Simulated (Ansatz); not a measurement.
# H2O (singlet): the correlation ladder at distance O1–H2 = 0.884 Å, cc-pVDZ

An exercise on one series of results from a longer session: the logs are not shown, and one member is left open.

Method: cc-pVDZ, core rule «outside noble gas», up to 1 orbitals frozen; program: Ansatz 0.2.0, Gaussian basis.

The runs, in order: UHF; CCSD(T) on RHF; BCCD(T) on RHF; CISD; CCSDT(Q) on RHF; CCSDTQ on RHF; CASSCF and MRCISD+Q, 2 electrons in 2 orbitals; CASSCF and NEVPT2, 2 electrons in 2 orbitals; CASSCF and MRCISD+Q, 8 electrons in 6 orbitals; CASSCF and NEVPT2, 8 electrons in 6 orbitals; Full CI.

### The geometry

The geometry derives from a PBE0/def2-TZVP stationary point (not a proven minimum). One bond is set to the value named and the two fragments are kept rigid.

3 atoms, charge 0, spin multiplicity 1.

Atoms are counted from 1 here; the program's logs count them from 0.

Bond lengths: O1–H2 0.884 Å, O1–H3 0.960 Å. Angles: H2–O1–H3 105.1°.

Set-up of the first run:

The input, in.yaml:

```yaml
crystal:
  periodic: [false, false, false]
  atoms:
    - {symbol: O, position_ang: [0.000000, -0.062747, -0.003354]}
    - {symbol: H, position_ang: [0.000000, 0.475032, -0.704958]}
    - {symbol: H, position_ang: [0.000000, 0.520981, 0.758196]}
basis:
  gaussian: {orbitals: cc-pVDZ}
magnetization: {spin_polarized: true, initial_magnetization: 0}
hamiltonian: {xc: hf}
output: {orbitals: {seedname: orbitals}}
```

Run with:

```sh
> ansatz run in.yaml --threads 1 --pin off --events-out ev --progress --plain --max-ram 2816MiB --backend cpu
```

Steps of the session up to this table: UHF; CCSD(T) on RHF; BCCD(T) on RHF; CISD; CCSDT(Q) on RHF; CCSDTQ on RHF; CASSCF and MRCISD+Q, 2 electrons in 2 orbitals; CASSCF and NEVPT2, 2 electrons in 2 orbitals; CASSCF and MRCISD+Q, 8 electrons in 6 orbitals; CASSCF and NEVPT2, 8 electrons in 6 orbitals; Full CI.

One of the session's tables, all rows but one given; the rest of the session is left out.

| method | from FCI (meV) |
| --- | --- |
| RHF | +5771.2 |
| RMP2 | ? |
| CISD | +302.3 |
| RCCSD | +94.2 |
| RCCSD(T) | +15.9 |
| BCCD(T) | +16.1 |
| RCCSDT | +11.8 |
| RCCSDT(Q) | -0.2 |
| RCCSDTQ | +0.4 |
| CASSCF pair | +5203.8 |
| NEVPT2 pair | +330.7 |
| MRCISD pair | +242.8 |
| MRCISD+Q pair | +23.9 |
| CASSCF valence | +4419.1 |
| NEVPT2 valence | +630.7 |
| MRCISD valence | +163.9 |
| MRCISD+Q valence | +6.1 |
| FCI | 0 |

**Question.** Estimate the row for RMP2.

As computed: from FCI (meV): +354.8. In the column «from FCI (meV)» it lies between NEVPT2 pair (+330.7) and NEVPT2 valence (+630.7).
